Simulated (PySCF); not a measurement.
ammonia (H3N), SMILES N.

The structure is a stationary point at PBE0-D3(BJ)/def2-TZVPD.

Two levels are set side by side: PBE/def2-TZVPD (PySCF) and M06-2X/def2-TZVPD (PySCF). Same geometry, gas phase. Differences are taken from unrounded values.

```json
[
 {"quantity": "orbital gap (eV)", "PBE": "5.82"},
 {"quantity": "highest occupied level (eV)", "PBE": "-6.13"},
 {"quantity": "lowest empty level (eV)", "PBE": "-0.31"},
 {"quantity": "dipole moment (D)", "PBE": "1.46"},
 {"quantity": "mean polarisability (bohr³)", "PBE": "14.8"}
]
```

Task: These are the PBE values. What does M06-2X give? (The exact figures need the calculation; the answer reports its results.)

Result: 
| quantity | M06-2X | PBE minus M06-2X |
|---|---|---|
| orbital gap (eV) | 9.89 | -4.07 |
| highest occupied level (eV) | -9.28 | 3.15 |
| lowest empty level (eV) | 0.62 | -0.93 |
| dipole moment (D) | 1.53 | -0.07 |
| mean polarisability (bohr³) | 13.7 | 1.1 |

Without exact exchange PBE keeps part of each electron's self-repulsion, which lifts occupied levels and narrows the gap. Loosely held outer electrons make PBE densities more polarisable. Differences between two approximate levels are no errors against the true value.

Rough cost on one machine, each run with all the roots and properties that it gave: M06-2X against PBE about 5 times.
